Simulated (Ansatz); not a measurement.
# C₃H₄O₂S: up Jacob's ladder to CCSD(T)

One table from this session's results is given with a row withheld; the runs are named, their logs left out.

Method: functionals in def2-TZVPP, the program's frozen cores in correlated methods; program: Ansatz 0.2.0, Gaussian basis.

The runs, in order: PBE-D4, r2SCAN-D4, PBE0-D4, B3LYP-D4, ωB97X-V, ωB97M-V, B2PLYP; CCSD(T)/def2-TZVPP; MP2/def2-QZVPP; extrapolation to the limit.

## Structure used throughout

The geometry comes from an earlier relaxation with PBE0-D4 in a triple-zeta def2 set; it is a stationary point, not always the lowest conformer.

SMILES `C=C(O)OC=S`, 10 atoms, charge 0, spin multiplicity 1.

Atoms are counted from 1 here; the program's logs count them from 0.

Bond lengths: C1–C2 1.327 Å, C1–H7 1.081 Å, C1–H8 1.079 Å, C2–O3 1.343 Å, C2–O4 1.360 Å, O3–H9 0.962 Å, O4–C5 1.340 Å, C5–S6 1.606 Å, C5–H10 1.086 Å. Angles: C2–C1–H7 120.8°, C2–C1–H8 119.7°, H7–C1–H8 119.5°, C1–C2–O3 127.4°, C1–C2–O4 119.4°, O3–C2–O4 113.2°, C2–O3–H9 108.8°, C2–O4–C5 122.3°, O4–C5–S6 122.0°, O4–C5–H10 114.2°, S6–C5–H10 123.8°.

The first run:

The input, in.yaml:

```yaml
crystal:
  periodic: [false, false, false]
  atoms:
    - {symbol: C, position_ang: [-0.488290, -1.615420, 0.446561]}
    - {symbol: C, position_ang: [0.064223, -0.447272, 0.143943]}
    - {symbol: O, position_ang: [1.367247, -0.125489, 0.185900]}
    - {symbol: O, position_ang: [-0.728522, 0.580374, -0.261465]}
    - {symbol: C, position_ang: [-0.232340, 1.783532, -0.581765]}
    - {symbol: S, position_ang: [-1.174885, 2.993516, -1.059647]}
    - {symbol: H, position_ang: [0.119099, -2.448131, 0.771301]}
    - {symbol: H, position_ang: [-1.557141, -1.737117, 0.368048]}
    - {symbol: H, position_ang: [1.866305, -0.893722, 0.478669]}
    - {symbol: H, position_ang: [0.847403, 1.858629, -0.488446]}
basis:
  gaussian: {orbitals: def2-TZVPP}
hamiltonian: {xc: pbe, dispersion: d4}
output: {forces: true, orbitals: {seedname: orbitals}}
```

On the command line:

```sh
$ ansatz run in.yaml --threads 4 --pin off --events-out ev --progress --plain --max-ram 10444MiB
```

Among the steps run: PBE-D4 (GGA); r2SCAN-D4 (meta-GGA); PBE0-D4 (hybrid); B3LYP-D4 (hybrid); ωB97X-V (range-separated); ωB97M-V (range-separated); B2PLYP (double hybrid); CCSD(T) in def2-TZVPP; MP2 in def2-QZVPP.

One table of the session follows, with a row left open; its other results are not shown here.

It belongs to the step «Atomisation energies». 

| method | atomisation energy (eV) |
| --- | --- |
| PBE-D4 | 44.451 |
| r2SCAN-D4 | 42.885 |
| PBE0-D4 | 42.907 |
| B3LYP-D4 | 42.457 |
| ωB97X-V | 42.509 |
| ωB97M-V | 42.690 |
| B2PLYP | 42.036 |
| HF/def2-TZVPP | 28.508 |
| MP2/def2-TZVPP | 42.502 |
| CCSD/def2-TZVPP | ? |
| CCSD(T)/def2-TZVPP | 41.110 |
| MP2/CBS | 43.780 |
| CCSD(T)/CBS | 42.389 |

Estimate the missing values for CCSD/def2-TZVPP.

As computed: atomisation energy (eV): 40.086. In the column «atomisation energy (eV)» it lies between HF/def2-TZVPP (28.508) and CCSD(T)/def2-TZVPP (41.110).
